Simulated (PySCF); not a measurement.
Structure elucidation problem

The spectra below were simulated for a compound C3H3FO2.

¹H NMR (300 MHz, computed): δ 7.96 (dd, J = 85.9, 12.6 Hz, 1H), 5.86 (dd, J = 12.6, 12.0 Hz, 1H), 5.68 (br s, 1H).

¹³C{¹H} NMR (computed): δ 178.1 (CH, d, J = 365.0 Hz), 171.1 (C, d, J = 19.6 Hz), 108.5 (CH, d, J = 12.5 Hz).

Theoretical values (PySCF 2.14.0 with density-fitted response routines): geometry from PBE0-D3(BJ)/def2-SVP, GIAO B97-2/pcSseg-2 shieldings, spin–spin couplings from B3LYP/pcJ-1. Relativity neglected, no solvent model, one conformer.

References, each an isolated molecule treated in the same way: ¹H, ¹³C vs TMS.

Q: What is the structure?

A: 
- Rings plus π bonds: 2 (no ring in the answer).
- 3 carbon signals for 3 carbons: no two carbons are equivalent.
- Carbon types of the structure: 1 × C, 2 × CH, leaving 1 H on heteroatoms.
- δC 178.1: β carbon of a C=C–C=O unit; conjugation with the carbonyl draws π density from the β position.
- δC 171.1: carboxylic acid carbon; it is a carbonyl in resonance with an O or N lone pair, the region of acids, esters and amides.
- δC 108.5: α carbon of a C=C–C=O unit; the olefinic region.
- δH 7.96: hydrogen on a β carbon of a C=C–C=O unit; a vinylic proton, deshielded by the sp2 carbon and the C=C anisotropy.
- δH 5.86: hydrogen on an α carbon of a C=C–C=O unit; attached to an sp2 carbon and in the plane of the double bond.
- δH 5.68: hydrogen on an acid hydroxyl oxygen; exchangeable, gas-phase position.
- The protons at 5.86 and 7.96 share a coupling of 12.6 Hz (vicinal, trans across C=C).

Structure: trans-CHF=CHCOOH (O=C(O)/C=C/F).

This is the structure that produced the data.

Exchangeable OH/NH protons stand at their gas-phase positions; hydrogen bonding in a real sample shifts them, mostly to higher δ. Common functionals overestimate the size of one-bond C–F couplings by tens of Hz; these are unscaled. Multiplet labels drop couplings under 1 Hz and merge nearly equal ones. Unscaled 3J(H,H) at this level run about 10 % above measured values. Shifts are as computed. Against solution values, carbons near 30 ppm lie about +4 ppm off and those near 130 ppm about +7 ppm. Of 1211 compounds with measured shifts, 218 miss one by over three times the rms of a fit or turn the order of signals round; such compounds aren't used in these exercises. The C=O carbon of an acid or of an amide with N–H lies up to 10 ppm further downfield in solution, through hydrogen bonding that the calculation lacks.
